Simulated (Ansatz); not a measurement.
**A workflow on [PH2]− (phosphanide)**

Wanted: a series of 10 runs (B3LYP/def2-SV(P), B3LYP/def2-SVP, B3LYP/def2-TZVP, B3LYP/def2-TZVPP, B3LYP/def2-QZVP) of H2P. 

Program for the calculation: Ansatz 0.2.0.

## Step 1: Starting point

[PH2]−: 3 atoms, total charge -1, spin state singlet. SMILES: `[PH2-]`. The shape is that of a GFN2-xTB optimisation.

Bond lengths: P1–H2 1.345 Å, P1–H3 1.345 Å. Angles: H2–P1–H3 91.0°.

## Step 2: Energy and forces at B3LYP/def2-SV(P) (run 1)

in.yaml reads:

```yaml
basis:
  gaussian:
    orbitals: def2-SVP.json
crystal:
  periodic: [false, false, false]
  atoms:
    - {symbol: P, position_ang: [0.498920, -0.293580, 0.245050]}
    - {symbol: H, position_ang: [0.105590, 0.990220, 0.165130]}
    - {symbol: H, position_ang: [-0.604500, -0.696650, -0.410180]}
total_charge: -1
hamiltonian:
  xc: {name: B3LYP}
output: {forces: true, orbitals: {seedname: orbitals}}
```

The basis set def2-SV(P) is read from a file made from the Basis Set Exchange's data (not shown).

On the command line:

```
$ ansatz run in.yaml --threads 1 --pin off --max-ram 2610MiB --events-out events.jsonl --progress --plain --runs-dir runs
```

The program printed:

```text
Warning: RAYON_NUM_THREADS=1 ignored (pool sized by the plan → 1); use --threads N
Functional definition: B3LYP
  name "B3LYP"
  parameter a0 = 0.2
  parameter ax = 0.72
  parameter ac = 0.81
  exchange = (1 - a0 - ax)*slater_x + ax*b88_x + a0*exact_x
  correlation = (1 - ac)*vwn_rpa_c + ac*lyp_c
222 factors; integrals over basis functions are off by at most 5.2e-4 eV
mean field evaluation 1: about -9317.5678 eV, gradient 3.6e0 eV
mean field evaluation 2: about -9317.5867 eV, gradient 1.6e0 eV
mean field evaluation 4: about -9317.5940 eV, gradient 4.3e-2 eV
mean field evaluation 8: about -9317.5928 eV, gradient 3.6e-5 eV
mean field -9317.59277210 eV, -342.4152186836 hartree, gradient 3.6e-5 eV, S^2 0.000000; 0 other end points of the search recorded, 0 dependent functions left out
the calculation of the forces begins
reference -9317.59295325 eV, -342.4152253407 hartree; 9, 9 occupied and 13, 13 virtual orbitals, 222 factors
Total energy: -9317.59295325 eV, -342.4152253407 hartree
Atom 0 at     0.498920    -0.293580     0.245050 Å, force     2.885602    -1.698809     1.417214 eV/Å
Atom 1 at     0.105590     0.990220     0.165130 Å, force    -0.722768     2.560779    -0.125146 eV/Å
Atom 2 at    -0.604500    -0.696650    -0.410180 Å, force    -2.162834    -0.861970    -1.292068 eV/Å
Dipole moment:    -0.110469     0.065019    -0.054256 e Å
```

It took 0.28 s on 1 thread of Intel Xeon Platinum 8375C at 2.90GHz (Ice Lake), shared host.

## Step 3: The distorted shape: energy and gradient at B3LYP/def2-SV(P) (run 2)

molecule.yaml reads:

```yaml
crystal:
  periodic: [false, false, false]
  atoms:
    - {symbol: P, position_ang: [0.387176, -0.136790, 0.275139]}
    - {symbol: H, position_ang: [0.235343, 1.229829, 0.186895]}
    - {symbol: H, position_ang: [-0.705773, -0.698913, -0.493505]}
basis:
  gaussian: {orbitals: def2-SVP.json}
total_charge: -1
hamiltonian: {xc: {name: B3LYP}}
output: {forces: true}
```

The basis set def2-SV(P) is read from a file made from the Basis Set Exchange's data (not shown).

On the command line:

```
$ ansatz run molecule.yaml --threads 1 --pin off --max-ram 2610MiB --events-out events.jsonl --progress --plain --runs-dir runs
```

The program printed, shortened:

```text
Warning: RAYON_NUM_THREADS=1 ignored (pool sized by the plan → 1); use --threads N
[... 2 set-up lines as earlier in the session ...]
[...]
222 factors; integrals over basis functions are off by at most 5.9e-4 eV
[...]
mean field -9317.65870083 eV, -342.4176415196 hartree, gradient 1.3e-5 eV, S^2 0.000000; 0 other end points of the search recorded, 0 dependent functions left out
[...]
reference -9317.65888580 eV, -342.4176483173 hartree; 9, 9 occupied and 13, 13 virtual orbitals, 222 factors
Total energy: -9317.65888580 eV, -342.4176483173 hartree
Atom 0 at     0.387176    -0.136790     0.275139 Å, force     1.206554    -2.244498     0.811779 eV/Å
Atom 1 at     0.235343     1.229829     0.186895 Å, force    -0.857931     1.569015    -0.577569 eV/Å
Atom 2 at    -0.705773    -0.698913    -0.493505 Å, force    -0.348622     0.675483    -0.234210 eV/Å
Dipole moment:    -0.094628     0.101868    -0.064618 e Å
```

Run time: 0.28 s. Hardware: 1 thread of Intel Xeon Platinum 8375C at 2.90GHz (Ice Lake), shared host.

Runs 3 to 8 aren't shown in full; the table further down has their settings and results.

## Step 4: Energy and forces at B3LYP/def2-QZVP (run 9)

run.yaml reads:

```yaml
crystal:
  periodic: [false, false, false]
  atoms:
    - {symbol: P, position_ang: [0.498920, -0.293580, 0.245050]}
    - {symbol: H, position_ang: [0.105590, 0.990220, 0.165130]}
    - {symbol: H, position_ang: [-0.604500, -0.696650, -0.410180]}
basis:
  gaussian: {orbitals: def2-QZVP.json}
output: {forces: true, orbitals: {seedname: orbitals}}
total_charge: -1
hamiltonian: {xc: {name: B3LYP}}
```

The basis set def2-QZVP is read from a file made from the Basis Set Exchange's data (not shown).

On the command line:

```
$ ansatz run run.yaml --threads 1 --pin off --max-ram 2610MiB --events-out events.jsonl --progress --plain --runs-dir runs
```

The program printed, shortened:

```text
Warning: RAYON_NUM_THREADS=1 ignored (pool sized by the plan → 1); use --threads N
[... 2 set-up lines as earlier in the session ...]
[...]
499 factors; their error is unknown
[...]
mean field -9322.18180098 eV, -342.5838623843 hartree, gradient 1.5e-5 eV, S^2 0.000000; 0 other end points of the search recorded, 0 dependent functions left out
[...]
reference -9322.18199487 eV, -342.5838695095 hartree; 9, 9 occupied and 121, 121 virtual orbitals, 499 factors
Total energy: -9322.18199487 eV, -342.5838695095 hartree
Atom 0 at     0.498920    -0.293580     0.245050 Å, force     2.133632    -1.256264     1.047880 eV/Å
Atom 1 at     0.105590     0.990220     0.165130 Å, force    -0.487504     2.005145    -0.054498 eV/Å
Atom 2 at    -0.604500    -0.696650    -0.410180 Å, force    -1.646127    -0.748881    -0.993382 eV/Å
Dipole moment:    -0.107889     0.063498    -0.052990 e Å
```

Wall time 1.4 s (1 thread of Intel Xeon Platinum 8375C at 2.90GHz (Ice Lake), shared host); peak memory 0.17 GiB.

## Step 5: The distorted shape: energy and gradient at B3LYP/def2-QZVP (run 10)

job.yaml reads:

```yaml
crystal:
  periodic: [false, false, false]
  atoms:
    - {symbol: P, position_ang: [0.387176, -0.136790, 0.275139]}
    - {symbol: H, position_ang: [0.235343, 1.229829, 0.186895]}
    - {symbol: H, position_ang: [-0.705773, -0.698913, -0.493505]}
basis:
  gaussian: {orbitals: def2-QZVP.json}
hamiltonian: {xc: {name: B3LYP}}
total_charge: -1
output: {forces: true}
```

The basis set def2-QZVP is read from a file made from the Basis Set Exchange's data (not shown).

On the command line:

```
$ ansatz run job.yaml --threads 1 --pin off --max-ram 2610MiB --events-out events.jsonl --progress --plain --runs-dir runs
```

The program printed, shortened:

```text
Warning: RAYON_NUM_THREADS=1 ignored (pool sized by the plan → 1); use --threads N
[... 2 set-up lines as earlier in the session ...]
[...]
499 factors; their error is unknown
[...]
mean field -9322.20661844 eV, -342.5847744092 hartree, gradient 1.8e-5 eV, S^2 0.000000; 0 other end points of the search recorded, 0 dependent functions left out
[...]
reference -9322.20681055 eV, -342.5847814689 hartree; 9, 9 occupied and 121, 121 virtual orbitals, 499 factors
Total energy: -9322.20681055 eV, -342.5847814689 hartree
Atom 0 at     0.387176    -0.136790     0.275139 Å, force     0.635185    -1.762871     0.419900 eV/Å
Atom 1 at     0.235343     1.229829     0.186895 Å, force    -0.690707     1.011124    -0.468226 eV/Å
Atom 2 at    -0.705773    -0.698913    -0.493505 Å, force     0.055522     0.751747     0.048326 eV/Å
Dipole moment:    -0.079485     0.082522    -0.054317 e Å
```

It took 1.5 s on 1 thread of Intel Xeon Platinum 8375C at 2.90GHz (Ice Lake), shared host; peak memory 0.16 GiB.

## Step 6: The series

```
run             level  partner  energy (Eh)  largest force (eV/Å)  wall time
  1  B3LYP/def2-SV(P)     base  -342.415225                 3.636     0.28 s
  2  B3LYP/def2-SV(P)  rattled  -342.417648                 2.674     0.28 s
  3    B3LYP/def2-SVP     base  -342.422061                 3.427     0.32 s
  4    B3LYP/def2-SVP  rattled  -342.423857                 2.502     0.34 s
  5   B3LYP/def2-TZVP     base  -342.564079                 2.784     0.48 s
  6   B3LYP/def2-TZVP  rattled  -342.564949                 1.998     0.49 s
  7  B3LYP/def2-TZVPP     base  -342.565009                 2.763     0.63 s
  8  B3LYP/def2-TZVPP  rattled  -342.565869                 1.985     0.63 s
  9   B3LYP/def2-QZVP     base  -342.583870                 2.689      1.4 s
 10   B3LYP/def2-QZVP  rattled  -342.584781                 1.920      1.5 s
```

## Step 7: Summary of results

```
                                                quantity          value
                   distorted shape, run 10: total energy  -342.58478 Eh
       distorted shape, run 10: largest force on an atom     1.920 eV/Å
energy change with the atoms displaced, B3LYP/def2-SV(P)      -0.066 eV
  energy change with the atoms displaced, B3LYP/def2-SVP      -0.049 eV
 energy change with the atoms displaced, B3LYP/def2-TZVP      -0.024 eV
energy change with the atoms displaced, B3LYP/def2-TZVPP      -0.023 eV
 energy change with the atoms displaced, B3LYP/def2-QZVP      -0.025 eV
```

**Reading.** At B3LYP/def2-SV(P): with the atoms displaced the energy falls by 0.07 eV (1.5 kcal/mol). The first shape isn't relaxed at this level, so the change isn't measured from a minimum. At B3LYP/def2-SVP: with the atoms displaced the energy falls by 0.05 eV (4.7 kJ/mol). At B3LYP/def2-TZVP: with the atoms displaced the energy falls by 0.02 eV (2.3 kJ/mol). At B3LYP/def2-TZVPP: with the atoms displaced the energy falls by 0.02 eV (0.5 kcal/mol). At B3LYP/def2-QZVP: with the atoms displaced the energy falls by 0.02 eV (0.6 kcal/mol). In runs 1, 3, 5, 7, 9 the HOMO lies above zero, so the outermost electron may be held by the basis alone. All runs together took 6.4 s, the longest 1.5 s.
